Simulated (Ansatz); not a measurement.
Ansatz (an electronic-structure program) input (B3LYP/6-31G**): The .json file is the Basis Set Exchange's 6-31G**.

Ansatz 0.2 input:
```yaml
crystal:
  periodic: [false, false, false]
  atoms:
    - {symbol: C, position_ang: [1.20020200, -0.64852800, -0.06147200]}
    - {symbol: C, position_ang: [1.12101800, 0.73030300, 0.06237500]}
    - {symbol: N, position_ang: [-0.10174700, 1.27932100, 0.11498700]}
    - {symbol: C, position_ang: [-1.22243200, 0.54483500, 0.05223600]}
    - {symbol: C, position_ang: [-1.08267500, -0.82920200, -0.07134900]}
    - {symbol: N, position_ang: [0.11220200, -1.41077700, -0.12680300]}
    - {symbol: H, position_ang: [2.16444900, -1.13843600, -0.10806800]}
    - {symbol: H, position_ang: [1.97500600, 1.38923000, 0.11909000]}
    - {symbol: H, position_ang: [-0.18200200, 2.28841500, 0.20568600]}
    - {symbol: H, position_ang: [-2.16989300, 1.06119000, 0.10115700]}
    - {symbol: H, position_ang: [-1.95742000, -1.46465300, -0.12590100]}
basis:
  gaussian:
    orbitals: 6-31G__.json
hamiltonian:
  xc: {name: B3LYP}
total_charge: 1
output: {forces: true}
```

Output:

```
Functional definition: B3LYP
integrals: 0.07 GiB planned
1112 factors; integrals over basis functions are off by at most 1.8e-3 eV
mean field: 0.48 GiB planned
mean field evaluation 1: about -7192.7928 eV, gradient 6.3e1 eV
mean field evaluation 2: about -7188.4579 eV, gradient 7.7e1 eV
mean field evaluation 4: about -7201.9077 eV, gradient 5.6e0 eV
mean field evaluation 8: about -7202.2014 eV, gradient 9.9e-1 eV
mean field evaluation 16: about -7202.2035 eV, gradient 5.3e-5 eV
mean field -7202.20349513 eV, -264.6760966172 hartree, gradient 4.4e-5 eV, S^2 0.000000; 0 other end points of the search recorded, 0 dependent functions left out
the calculation of the forces begins
reference -7202.20368848 eV, -264.6761037228 hartree; 21, 21 occupied and 94, 94 virtual orbitals, 1112 factors
Total energy: -7202.20368848 eV, -264.6761037228 hartree
Atom 0 at     1.200202    -0.648528    -0.061472 Å, force     0.169217    -0.053774    -0.005290 eV/Å
Atom 1 at     1.121018     0.730303     0.062375 Å, force     0.239150     0.141830     0.012054 eV/Å
Atom 2 at    -0.101747     1.279321     0.114987 Å, force    -0.016072     0.202083     0.018164 eV/Å
Atom 3 at    -1.222432     0.544835     0.052236 Å, force    -0.258577     0.102438     0.009901 eV/Å
Atom 4 at    -1.082675    -0.829202    -0.071349 Å, force    -0.158600    -0.079719    -0.006708 eV/Å
Atom 5 at     0.112202    -1.410777    -0.126803 Å, force     0.035008    -0.440177    -0.039564 eV/Å
Atom 6 at     2.164449    -1.138436    -0.108068 Å, force     0.108316    -0.054855    -0.005218 eV/Å
Atom 7 at     1.975006     1.389230     0.119090 Å, force     0.099703     0.071035     0.006093 eV/Å
Atom 8 at    -0.182002     2.288415     0.205686 Å, force    -0.010171     0.127883     0.011494 eV/Å
Atom 9 at    -2.169893     1.061190     0.101157 Å, force    -0.109684     0.054463     0.005187 eV/Å
Atom 10 at    -1.957420    -1.464653    -0.125901 Å, force    -0.098290    -0.071207    -0.006112 eV/Å
Dipole moment:    -0.072579     0.912582     0.082024 e Å
```

The dipole moment of an ion depends on the origin.

The geometry given is a B3LYP-D3(BJ)/def2-TZVP minimum.
